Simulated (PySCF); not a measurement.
Gas-phase reaction: 3 SiH₂ + 2 SiH₂Cl₂ ⇌ 2 Si₂H₅ + SiCl₄

Computed with PySCF (xtb for GFN2) and rigid-rotor harmonic-oscillator thermochemistry at 1 bar. † marks an energy on the PBE0/def2-TZVP geometry and frequencies; other levels use their own. MP2 and CCSD(T) freeze the core. Open shells (unrestricted): Si₂H₅ (multiplicity 2); the rest are closed-shell singlets. GFN2 has no spin-polarisation term. B3LYP is the form with VWN-RPA correlation. Si₂H₅: computed as isolated molecules; such fragments, hydroxides, amides, oligomers or adducts are transient or little studied in the gas. MP2 isn't extrapolated to the basis-set limit. CCSD(T) isn't extrapolated to the basis-set limit.

| level | ΔH°(298 K), kJ |
|---|---|
| B3LYP/def2-TZVP† | -357 |
| CCSD(T)/def2-SVP† | ? |
| GFN2-xTB | -169 |
| HF/def2-TZVP† | -380 |
| M06-2X/def2-TZVP† | ? |
| MP2/def2-SVP† | ? |
| MP2/def2-TZVPP† | ? |
| PBE0/def2-SVP† | -449 |
| r2SCAN/def2-TZVP† | -479 |
| ωB97M-V/def2-TZVP† | -359 |
| ωB97X-V/def2-TZVP† | -408 |

Question: Some entries are withheld; supply them.

Answer: 
- CCSD(T)/def2-SVP†, ΔH°(298 K), kJ: -364
- M06-2X/def2-TZVP†, ΔH°(298 K), kJ: -378
- MP2/def2-SVP†, ΔH°(298 K), kJ: -414
- MP2/def2-TZVPP†, ΔH°(298 K), kJ: -414
